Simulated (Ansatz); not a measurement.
A run of Ansatz (development build ahead of 0.2.0) on doublet C₂H₅O at this shape:

| atom | x (Å) | y (Å) | z (Å) |
| --- | --- | --- | --- |
| C | 1.0012 | -0.5775 | -0.0011 |
| C | -0.0078 | 0.5949 | -0.0001 |
| O | -1.2592 | 0.0010 | 0.0100 |
| H | 0.1384 | 1.2054 | 0.9017 |
| H | 0.1493 | 1.2134 | -0.8923 |
| H | 2.0215 | -0.1573 | 0.0069 |
| H | 0.8651 | -1.1815 | 0.8807 |
| H | 0.8681 | -1.1933 | -0.8956 |

Its results:

```json
{"Converged": "yes", "Reference energy": "-153.51209 hartree", "Correlation energy": "-0.54756 hartree", "Total energy": "-154.05965 hartree", "Spin squared of the determinant": "0.750", "Stability test": "minimum among restricted orbitals"}
```

Forces (eV/Å):
```csv
atom,Fx,Fy,Fz
C1,0.266,0.583,-0.369
C2,0.009,-0.179,0.096
O3,0.233,0.135,-0.068
H4,0.031,-0.147,-0.150
H5,-0.065,-0.126,0.084
H6,-0.479,-0.228,-0.045
H7,-0.041,-0.199,0.218
H8,0.046,0.160,0.235
```

**Question.** Which input gives this output? Name the method, the orbitals and the basis set, and write the input.

**Answer.** ROHF-MP2 in cc-pVTZ.

```yaml
crystal:
  periodic: [false, false, false]
  atoms:
    - { symbol: C, position_ang: [1.00121, -0.57754, -0.00113] }
    - { symbol: C, position_ang: [-0.00783, 0.59491, -0.00015] }
    - { symbol: O, position_ang: [-1.25917, 0.00101, 0.00996] }
    - { symbol: H, position_ang: [0.13841, 1.20542, 0.90167] }
    - { symbol: H, position_ang: [0.14932, 1.21341, -0.89226] }
    - { symbol: H, position_ang: [2.02155, -0.15726, 0.00695] }
    - { symbol: H, position_ang: [0.86514, -1.18153, 0.88071] }
    - { symbol: H, position_ang: [0.86813, -1.1933, -0.8956] }
basis:
  gaussian: { orbitals: cc-pVTZ }
magnetization:
  initial_magnetization: 1
hamiltonian:
  xc: hf
correlation:
  method: mp2
  frozen_orbitals: { C: 1, H: 0, O: 1 }
output:
  forces: true
```
